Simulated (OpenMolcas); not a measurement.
# [SiH3]+ (SMILES [SiH3+]) at 6 levels

We compute a comparison of 6 runs (HF/STO-3G, B3LYP/6-31G*, M06-2X/aug-cc-pVTZ, M06-L/aug-cc-pVTZ, SVWN5/aug-cc-pVTZ, CCSD(T)/aug-cc-pVTZ) of [SiH3]+. 

Program for the calculation: OpenMolcas 26.06.

1 further run of the same task is left out (set aside as unsound or not needed).

### Step 1. The structure to begin with

[SiH3]+: 4 atoms, total charge +1, spin state singlet. SMILES: `[SiH3+]`. The coordinates come from a PBE0-D4/def2-TZVP relaxation.

Bond lengths: Si1–H2 1.472 Å, Si1–H3 1.472 Å, Si1–H4 1.472 Å. Angles: H2–Si1–H3 120.0°, H2–Si1–H4 120.0°, H3–Si1–H4 120.0°.

### Step 2. Energy and forces at HF/STO-3G (run 1)

Contents of job.inp:

```
&gateway
 baslib=$CurrDir
 coord
 4
 bohr
 Si     0.00000000     0.00000000     0.00000000
 H      1.29805288     1.27632102     2.10326518
 H     -0.22374357    -2.77260617    -0.01870829
 H     -1.07430930     1.49609617    -2.08455689
 basis=STO-3G
 group=NoSym

&seward

&scf
 charge=1
 thresholds=1e-10 1e-07 1e-07 1e-05
 prorbitals=1 2

&alaska
```

The basis set STO-3G is read from a file made from the Basis Set Exchange's data (not shown).

Run with:

```sh
export MOLCAS_MEM=1860
pymolcas job.inp > job.log
```

The program printed:

```text
--- Start Module: gateway ---
[...]
--- Stop Module: gateway /rc=_RC_ALL_IS_WELL_ ---
[...]
      Basis functions           12
[...]
--- Start Module: scf ---
[...]
       Convergence after  10 Iterations
[...]
::    Total SCF energy                               -287.0850356888
[...]
      Total spin, S                                     0.0000000000
[...]
      Total electronic charge=   16.000000
      Total            charge=    1.000000
[...]
      Dipole Moment (debye):
      Origin of the operator (angstrom)=    0.0000   -0.0000    0.0000
                   X= -1.2606E-05               Y=  1.0619E-04               Z= -2.4716E-05           Total=  1.0976E-04
      Center of Charge (angstrom)
[...]
--- Stop Module: scf /rc=_RC_ALL_IS_WELL_ ---
--- Start Module: alaska ---
[...]
 *              Molecular gradients               *
 **************************************************
  Irreducible representation: a
 ------------------------------------------------------------------------------------------
                              X                       Y                       Z
 ------------------------------------------------------------------------------------------
  SI1               2.86257911179602E-06    9.29896105099359E-06    4.68894647841223E-06
  H2                8.91715757983369E-03    8.76289894458426E-03    1.44490967821898E-02
  H3               -1.53673877217897E-03   -1.90495941438917E-02   -1.27869291879096E-04
  H4               -7.38328138676558E-03    1.02773962382587E-02   -1.43259164367895E-02
 ------------------------------------------------------------------------------------------
--- Stop Module: alaska /rc=_RC_ALL_IS_WELL_ ---
[...]
```

Wall time 1 s (1 thread of AMD EPYC 9R45 (Zen 5), shared host); peak memory 0.37 GiB.

### Step 3. Energy and gradient at B3LYP/6-31G(d) (Cartesian functions) (run 2)

Contents of run.input:

```
* H3Si Kohn-Sham DFT

&GATEWAY
  BasLib=$CurrDir
  Coord
  4
  bohr
  Si     0.00000000     0.00000000     0.00000000
  H      1.29805288     1.27632102     2.10326518
  H     -0.22374357    -2.77260617    -0.01870829
  H     -1.07430930     1.49609617    -2.08455689
  Basis=6-31Gs
  Group=NoSym

&SEWARD
  GridInput
  Grid=UltraFine
  End of Grid

&SCF
  Charge=1
  KSDFT=B3LYP
  Thresholds=1e-10 1e-07 1e-07 1e-05
  PrOrbitals=0

&ALASKA
```

The basis set 6-31G* is read from a file made from the Basis Set Exchange's data (not shown).

Run with:

```sh
export MOLCAS_MEM=1860
pymolcas run.input > run.log
```

The program printed:

```text
--- Start Module: gateway ---
[...]
--- Stop Module: gateway /rc=_RC_ALL_IS_WELL_ ---
[...]
      Basis functions           25
[...]
--- Start Module: scf ---
[...]
       Convergence after  11 Iterations
[...]
::    Total KS-DFT energy                            -290.9331476620
[...]
      Total spin, S                                     0.0000000000
[...]
      Total electronic charge=   16.000000
      Total            charge=    1.000000
[...]
      Dipole Moment (debye):
      Origin of the operator (angstrom)=    0.0000   -0.0000    0.0000
                   X= -4.3271E-06               Y=  9.7839E-05               Z= -1.1196E-05           Total=  9.8573E-05
      Center of Charge (angstrom)
[...]
--- Stop Module: scf /rc=_RC_ALL_IS_WELL_ ---
[...]
--- Start Module: alaska ---
[...]
 *              Molecular gradients               *
 **************************************************
  Irreducible representation: a
 ------------------------------------------------------------------------------------------
                              X                       Y                       Z
 ------------------------------------------------------------------------------------------
  SI1               2.02809708701993E-06    5.67429697939903E-06    3.40269312817826E-06
  H2               -8.02235672969775E-05   -8.03831253872733E-05   -1.29990533954238E-04
  H3                1.49524924996092E-05    1.70478625440840E-04    3.04096771695100E-06
  H4                6.32429777116528E-05   -9.57697970380700E-05    1.23546873110669E-04
 ------------------------------------------------------------------------------------------
--- Stop Module: alaska /rc=_RC_ALL_IS_WELL_ ---
[...]
```

Wall time 2.8 s (1 thread of AMD EPYC 9R45 (Zen 5), shared host); peak memory 0.37 GiB.

Runs 3 to 5 aren't shown in full; the table further down has their settings and results.

### Step 4. The energy at CCSD(T)/aug-cc-pVTZ (Cholesky decomposition) (run 6)

Contents of calc.inp:

```
* H3Si CCSD(T)
>>> EXPORT MOLCAS_PRINT=2

&GATEWAY
  BasLib=$CurrDir
  BasisSet
  Si.aug-cc-pVTZ....
  Si1 0.000000 0.000000 0.000000 angstrom
  End of Basis
  BasisSet
  H.aug-cc-pVTZ....
  H2 0.686900 0.675400 1.113000 angstrom
  H3 -0.118400 -1.467200 -0.009900 angstrom
  H4 -0.568500 0.791700 -1.103100 angstrom
  End of Basis

&SEWARD
  High

&SCF
  Charge=1
  Thresholds=1e-10 1e-07 1e-07 1e-05
  PrOrbitals=1 2

&CHCC
  Frozen=5
  Threshold=1e-08
  MaxIterations=80

&CHT3
  Frozen=5
```

The basis set aug-cc-pVTZ is read from a file made from the Basis Set Exchange's data (not shown).

Run with:

```sh
export MOLCAS_MEM=1860
pymolcas calc.inp > calc.log
```

The program printed:

```text
--- Start Module: gateway ---
[...]
--- Stop Module: gateway /rc=_RC_ALL_IS_WELL_ ---
[...]
      Basis functions          119
[...]
       Convergence after  12 Iterations
[...]
::    Total SCF energy                               -290.3621778021
[...]
      Total spin, S                                     0.0000000000
[...]
      Total electronic charge=   16.000000
      Total            charge=    1.000000
[...]
      Dipole Moment (debye):
      Origin of the operator (angstrom)=    0.0000   -0.0000    0.0000
                   X= -5.6588E-06               Y=  1.0888E-04               Z= -1.3176E-05           Total=  1.0982E-04
      Center of Charge (angstrom)
[...]
--- Start Module: chcc ---
[...]
--- Stop Module: chcc /rc=_RC_ALL_IS_WELL_ ---
[...]
--- Start Module: cht3 ---
[...]
--- Stop Module: cht3 /rc=_RC_ALL_IS_WELL_ ---
[...]
```

Wall time 59 s (1 thread of AMD EPYC 9R45 (Zen 5), shared host); peak memory 0.34 GiB.

### Step 5. All runs side by side

| run | level | Cartesian functions | integration grid | energy (Eh) | HOMO energy (eV) | LUMO energy (eV) | HOMO–LUMO gap (eV) | wall time |
| --- | --- | --- | --- | --- | --- | --- | --- | --- |
| 1 | HF/STO-3G | no | – | -287.085036 | -20.34 | -3.79 | 16.54 | 1 s |
| 2 | B3LYP/6-31G* (Cartesian functions) | yes | UltraFine | -290.933148 | -17.55 | -10.52 | 7.03 | 2.8 s |
| 3 | M06-2X/aug-cc-pVTZ | no | UltraFine | -290.913227 | -18.94 | -9.35 | 9.59 | 24 s |
| 4 | M06-L/aug-cc-pVTZ | no | UltraFine | -290.944070 | -16.66 | -10.86 | 5.80 | 26 s |
| 5 | SVWN5/aug-cc-pVTZ | no | UltraFine | -289.736396 | -16.29 | -11.51 | 4.78 | 16 s |
| 6 | CCSD(T)/aug-cc-pVTZ (Cholesky decomposition) | no | – | -290.492744 | -21.08 | -6.66 | 14.42 | 59 s |

### Step 6. Results

| quantity | value |
| --- | --- |
| run 6: total energy | -290.49274 Eh |
| run 6: HOMO energy (Hartree–Fock orbitals) | -21.08 eV |
| run 6: LUMO energy (Hartree–Fock orbitals) | -6.66 eV |
| run 6: HOMO–LUMO gap (Hartree–Fock orbitals) | 14.42 eV |
| run 6: correlation energy (5 core orbitals frozen) | -130.6 mEh |
| run 6: (T) correction | -2.28 mEh |

**Reading.** Over runs 1, 2, 3, 4, 5 the HOMO–LUMO gap runs from 4.78 eV (SVWN5/aug-cc-pVTZ) to 16.54 eV (HF/STO-3G). The two ends differ in method and basis. Totals of different functionals can't be ranked against each other. In run 1 the basis is minimal, so the values are rough. All runs together took 2.1 min, the longest 59 s.
